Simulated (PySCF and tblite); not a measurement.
Results of a calculation; reference values are marked as such.
C3H7N, numbered as in [NH2:1][CH:2]1[CH2:3][CH2:4]1.

Search: ETKDG and KDG, MMFF94s, GFN2-xTB, 90 starts; geometries at PBE0-D3(BJ)/def2-SVP. Weights use PBE0-D3(BJ)/def2-TZVP (IEF-PCM, chloroform) energies plus GFN2-xTB zero-point and thermal terms (modes under about 100 cm⁻¹ blended into free rotors). Symmetry numbers and mirror images are counted. Conformers within 3 kcal/mol (GFN2-xTB free energy) were kept, 8 at most. Codes: tblite and PySCF.

Torsions listed: H1–N1–C2–C3. Of a mirror pair one member is shown.

```tsv
conformer	shape	symmetry
1	-27°	C1 (pair)
2	-155°	Cs
```

Q: Which of these conformers is the most populated at 298.15 K, and with what share?

A: Conformer 2, about 91 %.

Q: Give the DFT energies and free energies relative to the lowest, and all weights.

A: 
| conformer | shape | E(DFT) kcal/mol | G(298.15 K) kcal/mol | weight % |
| --- | --- | --- | --- | --- |
| 1 | -27° | 1.57 | 1.37 | 9.1 |
| 2 | -155° | 0.00 | 0.00 | 90.9 |

Q: How does its share change from 250 K to 373.15 K?

A: From 95 % to 85 %; the mixing entropy goes from 0.49 to 1.05 cal/(mol K).
